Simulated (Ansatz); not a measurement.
# BHF+ (triplet): from Hartree-Fock to the top rungs, cc-pVDZ

An exercise on one series of results from a longer session: the logs are not shown, and one member is left open.

Computed with Ansatz 0.2.0, Gaussian basis. Level: cc-pVDZ, core rule «outside noble gas», up to 2 orbitals frozen.

The runs, in order: UHF; CCSD(T) on ROHF; CCSD(T) on UHF; BCCD(T) on ROHF; CISD as a restricted active space (open shells left free, so some higher excitations enter); CCSDT(Q) on ROHF; CCSDT(Q) on UHF.

31 further runs of the same task are left out: 12 for a known fault of the program, 8 that didn't finish, 11 set aside as unsound or not needed. Runs told in other sessions of the task aren't counted.

## The system

The geometry is a PBE0/def2-TZVP stationary point (not a proven minimum) of the parent state, kept for this charge and spin.

3 atoms, charge 1, spin multiplicity 3.

Atoms are counted from 1 here; the program's logs count them from 0.

Bond lengths: B1–F2 1.301 Å, B1–H3 1.206 Å. Angles: F2–B1–H3 121.0°.

Set-up of the first run:

Contents of in.yaml:

```yaml
crystal:
  periodic: [false, false, false]
  atoms:
    - {symbol: B, position_ang: [0.000000, -0.193343, 0.758138]}
    - {symbol: F, position_ang: [0.000000, 0.073312, -0.515115]}
    - {symbol: H, position_ang: [0.000000, 0.691921, 1.577603]}
basis:
  gaussian: {orbitals: cc-pVDZ}
total_charge: 1
magnetization: {spin_polarized: true, initial_magnetization: 2}
hamiltonian: {xc: hf}
output: {orbitals: {seedname: orbitals}}
```

Started as:

```sh
ansatz run in.yaml --threads 1 --pin off --events-out ev --progress --plain --max-ram 2393MiB
```

Among the steps run: UHF; CCSD(T) on ROHF; CCSD(T) on UHF; BCCD(T) on ROHF; CISD as a restricted active space (open shells left free, so some higher excitations enter); CCSDT(Q) on ROHF; CCSDT(Q) on UHF.

One table of the session follows, with a row left open; its other results are not shown here.

It belongs to the step «Misses and costs». 

| method | from UCCSDT(Q) (kJ/mol) |
| --- | --- |
| ROHF | +663.4 |
| UHF | +658.5 |
| RMP2 | +48.7 |
| UMP2 | +44.8 |
| CISD | +55.7 |
| RCCSD | ? |
| UCCSD | +23.8 |
| RCCSD(T) | +4.8 |
| UCCSD(T) | +4.7 |
| BCCD(T) | +4.9 |
| RCCSDT | +1.8 |
| UCCSDT | +1.9 |
| RCCSDT(Q) | +1.5 |
| UCCSDT(Q) | 0 |

Estimate the missing values for RCCSD.

**Answer.** from UCCSDT(Q) (kJ/mol): +24.0. In the column «from UCCSDT(Q) (kJ/mol)» it lies between UCCSD (+23.8) and UMP2 (+44.8).

To keep in mind: Restricted and unrestricted rows rest on different reference determinants; a gap between their highest levels can come from leftover correlation error, from unlike frozen cores or from another state.
